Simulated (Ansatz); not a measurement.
Input file:

```yaml
crystal:
  periodic: [false, false, false]
  atoms:
    - {symbol: N, position_ang: [-1.852590, 0.025300, -0.018825]}
    - {symbol: H, position_ang: [-2.149869, 0.993134, -0.018825]}
    - {symbol: H, position_ang: [-2.149869, -0.376999, 0.861435]}
    - {symbol: H, position_ang: [-0.459590, 0.025300, -0.018825]}
    - {symbol: Si, position_ang: [0.980410, 0.025300, -0.018825]}
    - {symbol: H, position_ang: [1.592591, -0.848984, 1.071187]}
    - {symbol: H, position_ang: [1.592591, -0.848984, -1.108837]}
basis:
  gaussian: {orbitals: cc-pVDZ}
magnetization: {spin_polarized: false}
correlation: {method: ccsdt_q, electrons: outside_noble_gas}
```

```sh
$ ansatz run in.yaml --threads 1 --pin off --events-out ev --progress --plain --max-ram 2393MiB
```

Log:

```
1098 factors; integrals over basis functions are off by at most 2.3e-7 eV
mean field evaluation 1: about -9413.8763 eV, gradient 3.6e1 eV
mean field evaluation 2: about -9413.8775 eV, gradient 3.6e1 eV
mean field evaluation 4: about -9417.5347 eV, gradient 3.1e0 eV
mean field evaluation 8: about -9417.6903 eV, gradient 2.6e-1 eV
mean field evaluation 16: about -9417.6419 eV, gradient 1.7e0 eV
mean field -9417.69151579 eV, -346.0937796647 hartree, gradient 2.7e-6 eV, S^2 0.000000; 0 other end points of the search recorded, 0 dependent functions left out; unrestricted orbitals would lower it
mean field evaluation 32: about -9418.8271 eV, gradient 2.7e0 eV
unrestricted determinant -9418.99785684 eV, -346.1417868129 hartree, S^2 0.9198
6 core orbitals not correlated: weight in the atoms' cores, before any rotation towards them, 1.000 or more for the frozen orbitals, at most 0.000 for the correlated occupied ones
reference -9417.69151579 eV, -346.0937796647 hartree; 7, 7 occupied and 44, 44 virtual orbitals, 1098 factors
second order -8.47899457 eV of doubles, -0.00000000 eV of singles
cycle   1  -9.06148711 eV  change   -5.8e-1 eV  update   1.1e-1
cycle   2  -9.55134432 eV  change   -4.9e-1 eV  update   7.0e-2
cycle   3  -10.01666124 eV  change   -4.7e-1 eV  update   4.4e-2
cycle   4  -10.00839724 eV  change    8.3e-3 eV  update   2.4e-2
cycle   5  -10.02825502 eV  change   -2.0e-2 eV  update   1.8e-2
cycle   6  -10.06211002 eV  change   -3.4e-2 eV  update   9.4e-3
cycle   7  -10.06761599 eV  change   -5.5e-3 eV  update   5.8e-3
cycle   8  -10.06788189 eV  change   -2.7e-4 eV  update   3.5e-3
cycle   9  -10.07075442 eV  change   -2.9e-3 eV  update   2.2e-3
cycle  10  -10.07211723 eV  change   -1.4e-3 eV  update   1.2e-3
cycle  11  -10.07027944 eV  change    1.8e-3 eV  update   6.9e-4
cycle  12  -10.07073426 eV  change   -4.5e-4 eV  update   4.8e-4
cycle  13  -10.07130265 eV  change   -5.7e-4 eV  update   2.6e-4
cycle  14  -10.07152356 eV  change   -2.2e-4 eV  update   1.5e-4
cycle  15  -10.07156669 eV  change   -4.3e-5 eV  update   7.8e-5
cycle  16  -10.07155582 eV  change    1.1e-5 eV  update   3.5e-5
cycle  17  -10.07148661 eV  change    6.9e-5 eV  update   2.4e-5
cycle  18  -10.07146920 eV  change    1.7e-5 eV  update   1.0e-5
cycle  19  -10.07148030 eV  change   -1.1e-5 eV  update   5.6e-6
cycle  20  -10.07149109 eV  change   -1.1e-5 eV  update   3.0e-6
cycle  21  -10.07149774 eV  change   -6.6e-6 eV  update   1.4e-6
cycle  22  -10.07149809 eV  change   -3.6e-7 eV  update   8.2e-7
perturbative correction -0.04795362 eV, -0.0017622631 hartree
Total energy: -9427.81096751 eV, -346.4656626561 hartree
```

Ran on 1 thread of Arm Neoverse V2, shared host: 74 s wall, 0.67 GiB peak host memory.
